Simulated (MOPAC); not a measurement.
MOPAC input (AM1):

```
AM1 1SCF UHF MS=0.5 GEO-OK AUX(PRECISION=9) THREADS=1
C3H2N

C    -0.12819188 1   -1.79855064 1   -0.02279421 1
C     0.14036256 1   -0.52663028 1   -0.01391446 1
C     0.04067635 1    0.80462693 1    0.01087614 1
H    -1.15297079 1   -2.16660009 1    0.01318024 1
H     0.65584793 1   -2.54974214 1   -0.06640254 1
N     0.02572010 1    1.97709517 1    0.02974534 1
```

Task: What heat of formation does the run end on, and which ionisation energy by Koopmans theorem?

Result: 86.38 kcal/mol; 10.01 eV.

The determinant is spin-contaminated: <S^2> is 0.95 against 0.75 for a pure state.
